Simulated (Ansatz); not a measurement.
Basis-set extrapolation for C3H7NO (`C=C(O)NC`) (PBE0-D4/def2-TZVP geometry, frozen core, Ansatz). Multiplicity 1, RHF reference.

|  | def2-TZVPP | def2-QZVPP |
| --- | --- | --- |
| HF | -247.067951 | -247.079673 |
| MP2 correlation | -0.949016 | -1.015658 |
| CCSD(T) correlation | -1.021889 | not run |

Energies in hartree. Use E(X) = E(∞) + A·exp(−7.88·√X) for Hartree–Fock and E(X) = E(∞) + B·X^(−2.97) for correlation, with X = 3 and 4, and add CCSD(T) minus MP2 of the smaller set to the MP2 limit.

Question: What is the CCSD(T) energy at the basis-set limit?

Answer: HF limit: -247.079673 + (-0.011722) × 0.13774 = -247.08129. MP2 limit: -1.015658 + (-0.066642) × 0.74074 = -1.06502. Higher-order term: -1.021889 − (-0.949016) = -0.07287. Total: -248.21918 hartree, 81.2 kcal/mol below CCSD(T)/def2-TZVPP.
